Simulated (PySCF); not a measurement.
Gas-phase reaction: AlH + 2 AlCl = AlHCl2 + 2 Al

Computed with PySCF and rigid-rotor harmonic-oscillator thermochemistry at 1 bar. † marks an energy on the PBE0/def2-TZVP geometry and frequencies; other levels use their own. CCSD(T) freezes the core. 6-31G* has spherical d functions here. Open shells (unrestricted): Al (multiplicity 2); the rest are closed-shell singlets. Spin-orbit splitting is ignored; it lowers the true energy and changes the entropy of Al. B3LYP is the form with VWN-RPA correlation. AlHCl2: computed as isolated molecules; such fragments, hydroxides, amides, oligomers or adducts are transient or little studied in the gas. CCSD(T) isn't extrapolated to the basis-set limit.

```json
[
 {"level": "B3LYP/def2-TZVP†", "ΔH°(298 K), kJ": "166"},
 {"level": "CCSD(T)/def2-TZVPP†", "ΔH°(298 K), kJ": "155"},
 {"level": "HF/6-31G*", "ΔH°(298 K), kJ": "85"},
 {"level": "PBE/def2-TZVP†", "ΔH°(298 K), kJ": "160"},
 {"level": "PBE0/def2-SVP†", "ΔH°(298 K), kJ": "?"},
 {"level": "LDA/def2-TZVP†", "ΔH°(298 K), kJ": "?"},
 {"level": "ωB97X-V/def2-TZVP†", "ΔH°(298 K), kJ": "?"}
]
```

Problem. Complete the blanks.

Solution. 
- PBE0/def2-SVP†, ΔH°(298 K), kJ: 140
- LDA/def2-TZVP†, ΔH°(298 K), kJ: 177
- ωB97X-V/def2-TZVP†, ΔH°(298 K), kJ: 152
